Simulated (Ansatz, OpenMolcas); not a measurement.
# How basis sets differ on C2H4F2 (1,1-difluoroethane)

C2H4F2 has 8 atoms, charge 0, and is taken as a singlet. SMILES: `CC(F)F`. Geometry: relaxed at PBE0-D4/def2-TZVP.

Each level gives the vertical ionisation energy (to the doublet cation) (eV). The values are calculated.

```csv
level,kind,program,value (eV),less CCSD(T)/6-311+G**,CPU time (all runs)
CCSD(T)/MINI,coupled cluster or CI,Ansatz,12.58,-0.09,1 s
CCSD(T)/LANL2DZ,coupled cluster or CI,Ansatz,12.74,+0.07,5.7 s
CCSD(T)/MIDI,coupled cluster or CI,Ansatz,12.05,-0.62,5.6 s
"CCSD(T)/pcseg-0, open shells restricted",coupled cluster or CI,OpenMolcas,12.40,-0.27,13 s
"CCSD(T)/pcseg-1, open shells restricted",coupled cluster or CI,OpenMolcas,12.67,0.00,98 s
CCSD(T)/def2-mTZVP,coupled cluster or CI,Ansatz,12.57,-0.10,48 s
CCSD(T)/def2-mTZVPP,coupled cluster or CI,Ansatz,12.63,-0.04,94 s
CCSD(T)/6-311+G**,coupled cluster or CI,Ansatz,12.67,0.00,6.2 min
```

Differences are taken from CCSD(T)/6-311+G** for orientation; it has basis-set and higher-order errors of its own. The values span 12.05 to 12.74 eV. High-level rows in very small sets aren't better than simpler rows in larger ones. Without the sets that lack polarisation functions the rows with a basis span only 12.57 to 12.67 eV. CPU times are rough (shared hosts, several kinds of processor): they show what a rung costs within a factor of a few.
